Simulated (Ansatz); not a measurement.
## [H···H···NH], triplet: transfer scan

Starting geometry:

```xyz
4

H    -2.0975    0.0594    0.0000
H    -1.3525    0.0594    0.0000
N     0.2135    0.0594    0.0000
H     0.4826   -0.9448    0.0000
```

From there H2 is moved from one fragment to the other while all else, the fragments' distance too, stays fixed, so the hump isn't the reaction's barrier; atoms are numbered as listed. Energies are in kJ/mol, counted from the starting geometry at the same level.

Basis cc-pVDZ; Ansatz 0.2.0. Only valence electrons are correlated (noble-gas cores frozen). Prefix R: restricted or restricted open-shell reference.

Full CI is exact within this basis and frozen core; it isn't the basis-set limit.

```
distance H1-H2 (Å)  RMP2
             0.693   4.2
             0.745   0.0
             0.820   9.5
             0.895  28.0
             0.970  45.0
             1.046  39.0
             1.121  37.4
             1.196  26.9
             1.271  20.2
```

**Question.** Estimate the full CI curve in cc-pVDZ from this one, knowing how RMP2 errs.

**Answer.** The computed full CI values, in kJ/mol from the starting point, and the error of RMP2 against them:
| distance H1-H2 (Å) | full CI | RMP2 less full CI |
| --- | --- | --- |
| 0.693 | 5.7 | -1.6 |
| 0.745 | 0.0 | 0.0 |
| 0.820 | 6.6 | 2.9 |
| 0.895 | 21.2 | 6.7 |
| 0.970 | 35.4 | 9.6 |
| 1.046 | 42.9 | -3.9 |
| 1.121 | 41.6 | -4.2 |
| 1.196 | 35.9 | -9.0 |
| 1.271 | 34.4 | -14.2 |

The error spans 23.9 kJ/mol and is largest, -14.2 kJ/mol, at 1.271 Å.
